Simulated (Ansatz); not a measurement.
Reaction (SMILES): C[SiH2] (CH3-SiH2) → C[SiH2-] (an electron is taken up)
B3LYP-D3(BJ)/def2-TZVP geometries, fixed; electronic energies without zero-point terms; positive where energy is released.
Largest species:
```
C
H 1 1.0909
H 1 1.0909 2 108.23
H 1 1.0938 2 108.08 3 116.82
Si 1 1.8820 2 110.96 3 -121.97
H 5 1.4873 1 111.50 2 -58.56
H 5 1.4873 6 109.34 1 123.76
```
Charge 0, spin multiplicity 2.

Basis-set convergence of the adiabatic electron affinity at r2SCAN with Ansatz (an electronic-structure program). Cartesian d functions, on some or all atoms, in 6-31G*, 6-31+G*, 6-31G**, 6-311G**, 6-311+G**; all else is spherical. The program fits the integrals of some runs and decomposes those of others, by size. Open shells are unrestricted. No added dispersion term, no relativity. Functions are those of the species that has most. Reference: the value in aug-pcseg-3, 0.889 eV, itself unsure by roughly 0.010 eV (its mean distance from aug-cc-pV(Q+d)Z, def2-QZVPPD). Deviations are taken from unrounded values.

```json
[
 {"basis": "STO-3G", "functions": "19", "adiabatic electron affinity (eV)": "-3.463", "minus reference (eV)": "-4.353"},
 {"basis": "3-21G", "functions": "32", "adiabatic electron affinity (eV)": "0.684", "minus reference (eV)": "-0.206"},
 {"basis": "6-31G", "functions": "32", "adiabatic electron affinity (eV)": "0.751", "minus reference (eV)": "-0.138"},
 {"basis": "6-31G*", "functions": "44", "adiabatic electron affinity (eV)": "0.635", "minus reference (eV)": "-0.255"},
 {"basis": "6-31+G*", "functions": "52", "adiabatic electron affinity (eV)": "0.898", "minus reference (eV)": "0.009"},
 {"basis": "6-31G**", "functions": "59", "adiabatic electron affinity (eV)": "0.632", "minus reference (eV)": "-0.257"},
 {"basis": "6-311G**", "functions": "75", "adiabatic electron affinity (eV)": "0.832", "minus reference (eV)": "-0.058"},
 {"basis": "6-311+G**", "functions": "83", "adiabatic electron affinity (eV)": "0.924", "minus reference (eV)": "0.035"},
 {"basis": "6-311++G(2d,2p)", "functions": "112", "adiabatic electron affinity (eV)": "0.896", "minus reference (eV)": "0.006"},
 {"basis": "6-311++G(3df,3pd)", "functions": "176", "adiabatic electron affinity (eV)": "0.889", "minus reference (eV)": "0.000"}
]
```

The smallest set listed that lies within 0.1 eV of the reference with all its larger relatives (same family, alike in diffuse functions; a set with none counts only in the reference's own line) is 6-31+G* (52 functions, 0.009 eV off). Inside, with no larger relative to test it: 6-311G**.
